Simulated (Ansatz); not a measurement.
```yaml
crystal:
  periodic: [false, false, false]
  atoms:
    - {symbol: C, position_ang: [-1.418083, 1.826727, -0.216401]}
    - {symbol: C, position_ang: [-0.510094, 0.507955, -0.160713]}
    - {symbol: C, position_ang: [0.403727, 0.293687, -0.517612]}
    - {symbol: C, position_ang: [0.306489, -1.160919, 0.613328]}
    - {symbol: F, position_ang: [0.654831, -0.315858, -1.563718]}
    - {symbol: H, position_ang: [-2.706209, 2.335618, 0.098833]}
    - {symbol: H, position_ang: [1.566437, 0.841488, -0.236253]}
    - {symbol: H, position_ang: [1.489216, -1.590347, 0.585398]}
    - {symbol: H, position_ang: [0.488439, -0.706224, 1.393057]}
    - {symbol: H, position_ang: [-0.542244, -1.524400, 0.109113]}
basis:
  gaussian: {orbitals: aug-pcseg-2}
total_charge: 1
magnetization: {spin_polarized: true, initial_magnetization: 1}
hamiltonian: {xc: {name: B97M-V}}
output: {forces: true}
```

```sh
$ ansatz run in.yaml --threads 2 --pin off --events-out ev --progress --plain --max-ram 4352MiB
```

It prints (some lines left out):

```
Functional definition: B97M-V
1312 factors; their error is unknown
mean field evaluation 1: about -6874.4883 eV, gradient 9.4e1 eV
mean field evaluation 2: about -6125.8811 eV, gradient 3.0e2 eV
mean field evaluation 4: about -6910.8487 eV, gradient 5.4e1 eV
mean field evaluation 8: about -6921.5215 eV, gradient 1.1e0 eV
mean field evaluation 16: about -6921.5878 eV, gradient 6.1e-2 eV
mean field evaluation 32: about -6921.5249 eV, gradient 1.1e-5 eV
mean field -6921.52486770 eV, -254.3613473098 hartree, gradient 1.2e-5 eV, S^2 0.977558; 3 other end points of the search recorded, 0 dependent functions left out
reference -6921.52494782 eV, -254.3613502541 hartree; 19, 18 occupied and 326, 327 virtual orbitals, 1312 factors
Total energy: -6921.52494782 eV, -254.3613502541 hartree
Atom 0 at    -1.418083     1.826727    -0.216401 Å, force    -0.486626    -4.899197     2.067241 eV/Å
Atom 1 at    -0.510094     0.507955    -0.160713 Å, force   -49.437651    19.885231    17.323564 eV/Å
Atom 2 at     0.403727     0.293687    -0.517612 Å, force    47.837975    -7.884576   -13.547870 eV/Å
Atom 3 at     0.306489    -1.160919     0.613328 Å, force     3.151069    -3.603445    -6.038061 eV/Å
Atom 4 at     0.654831    -0.315858    -1.563718 Å, force     1.897977    -3.429055    -6.647211 eV/Å
Atom 5 at    -2.706209     2.335618     0.098833 Å, force     4.183808    -1.897807    -0.966821 eV/Å
Atom 6 at     1.566437     0.841488    -0.236253 Å, force    -2.713661    -1.012513    -0.082567 eV/Å
Atom 7 at     1.489216    -1.590347     0.585398 Å, force    -3.344173     0.830510    -1.619057 eV/Å
Atom 8 at     0.488439    -0.706224     1.393057 Å, force    -0.571118     3.708656     8.752525 eV/Å
Atom 9 at    -0.542244    -1.524400     0.109113 Å, force    -0.517601    -1.697803     0.758256 eV/Å
Dipole moment:    -0.296780     0.140739     0.666012 e Å
```

It took 2.2 min on 2 threads of an Arm Neoverse V1 on a shared host, with 0.9 GiB of host memory at the peak.
